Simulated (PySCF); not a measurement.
**C2Si at CCSDT/STO-6G**

What is the vertical singlet–triplet gap of C2Si at CCSDT/STO-6G? Input form: a Python script.

The calculation is run with PySCF 2.14.0.

29 further runs of the same task are left out: 10 that didn't finish, 19 set aside as unsound or not needed.

## (1) The molecule

C2Si: 3 atoms, total charge 0, spin state singlet. The coordinates come from a GFN2-xTB relaxation.

Bond lengths: C1–C2 1.259 Å, C2–Si3 1.781 Å. Angles: C1–C2–Si3 180.0°.

## (2) A single-point energy at CCSDT/STO-6G

File input.py:

```python
from pyscf import gto, scf, cc

mol = gto.M(
    atom=[
    ('C', (-1.111830, 0.737510, -0.522770)),
    ('C', (-0.135170, 0.089220, -0.063600)),
    ('Si', (1.247000, -0.826740, 0.586370)),
],
    max_memory=1860,
    basis='sto-6g',
    verbose=3,
)

calc0 = scf.RHF(mol)
calc0.conv_tol = 1e-10
calc0.kernel()
if not calc0.converged:
    calc0 = calc0.newton().run(calc0.mo_coeff, calc0.mo_occ)

mycc = cc.CCSDT(calc0, frozen=7)
mycc.kernel()
e_final = mycc.e_tot
print('Final energy', e_final)
```

Launch:

```bash
OMP_NUM_THREADS=1 python input.py
```

The program printed:

```text
converged SCF energy = -363.195596574528
_make_eris_incore_RCCSDT

WARN: A large `blksize` is being used, which may cause large memory consumption
      for storing contraction intermediates. If memory is sufficient, consider using
      `pyscf.cc.rccsdt_highm.RCCSDT` instead.

WARN: A large `blksize_oovv` is being used, which may cause large memory consumption
      for storing contraction intermediates. If memory is sufficient, consider using
      `pyscf.cc.rccsdt_highm.RCCSDT` instead.

WARN: A large `blksize_oooo` is being used, which may cause large memory consumption
      for storing contraction intermediates. If memory is sufficient, consider using
      `pyscf.cc.rccsdt_highm.RCCSDT` instead.

RCCSDT converged
E(RCCSDT) = -363.399613309441   E_corr = -0.2040167349128384
E_corr(same-spin) = -0.0404003921217913
E_corr(oppo-spin) = -0.163616342791047
Final energy -363.399613309441
```

Wall time 1 s (1 thread of Arm Neoverse V2, shared host); peak memory 0.11 GiB.

## (3) The triplet, same level

File job.py:

```python
from pyscf import gto, scf, cc

molecule = gto.Mole()
molecule.atom = '''
C       -1.111830       0.737510      -0.522770
C       -0.135170       0.089220      -0.063600
Si       1.247000      -0.826740       0.586370
'''
molecule.max_memory = 1860
molecule.verbose = 3
molecule.basis = 'sto-6g'
molecule.spin = 2
molecule.build()

hf = scf.UHF(molecule)
hf.conv_tol = 1e-10
hf.kernel()
if not hf.converged:
    hf = hf.newton().run(hf.mo_coeff, hf.mo_occ)

mycc = cc.CCSDT(hf, frozen=7)
mycc.kernel()
etot = mycc.e_tot
print('E = %.10f Eh' % etot)
```

Launch:

```bash
OMP_NUM_THREADS=1 python job.py
```

The program printed:

```text
WARN: HOMO 0.0502210922357139 >= LUMO -0.173538466050003

converged SCF energy = -363.208935631402  <S^2> = 2.7204382  2S+1 = 3.4469918
_make_eris_incore_UCCSDT

WARN: A large `blksize_v_aaa` is being used, which may cause large memory consumption
      for storing contraction intermediates. If memory is sufficient, consider using
      `pyscf.cc.uccsdt_highm.UCCSDT` instead.

WARN: A large `blksize_v_aab` is being used, which may cause large memory consumption
      for storing contraction intermediates. If memory is sufficient, consider using
      `pyscf.cc.uccsdt_highm.UCCSDT` instead.

UCCSDT converged
E(UCCSDT) = -363.3628168671271   E_corr = -0.1538812357249881
E_corr(same-spin) = -0.0154801131764012
E_corr(oppo-spin) = -0.138401122548587
E = -363.3628168671 Eh
```

It took 1.9 s on 1 thread of Arm Neoverse V2, shared host; peak memory 0.11 GiB.

## (4) Summary of results

At CCSDT/STO-6G, 7 core orbitals frozen:

```
                                                           quantity          value
                                              singlet: total energy  -363.39961 Eh
                      singlet: dipole moment (Hartree–Fock density)         5.56 D
                       singlet: HOMO energy (Hartree–Fock orbitals)       -6.72 eV
                       singlet: LUMO energy (Hartree–Fock orbitals)        4.36 eV
                     singlet: HOMO–LUMO gap (Hartree–Fock orbitals)       11.08 eV
               singlet: correlation energy (7 core orbitals frozen)     -204.0 mEh
                                             singlet: T1 diagnostic          0.029
                                              triplet: total energy  -363.36282 Eh
                      triplet: dipole moment (Hartree–Fock density)         0.57 D
triplet: HOMO energy (Hartree–Fock orbitals) (highest over α and β)       -4.69 eV
 triplet: LUMO energy (Hartree–Fock orbitals) (lowest over α and β)        5.36 eV
               triplet: correlation energy (7 core orbitals frozen)     -153.9 mEh
                         triplet: ⟨S²⟩ of the reference determinant          2.720
                                             triplet: T1 diagnostic          0.076
                   vertical energy of the triplet above the singlet       1.001 eV
```

What this shows: At this shape the triplet lies 1.00 eV (23 kcal/mol) above the singlet. In a minimal basis such a difference can be off by several eV, whatever the method. The T1 diagnostic (singlet) of 0.029 is above the customary mark for such species, so a single reference may not serve. ⟨S²⟩ (triplet) is 2.72 where a pure triplet has 2.00: the reference is spin-contaminated. The T1 diagnostic (triplet) of 0.076 is above the customary mark for such species, so a single reference may not serve. Mulliken charges (triplet) of the mean-field density run from -0.33 on C2 to +0.37 on Si3; they depend strongly on the basis.
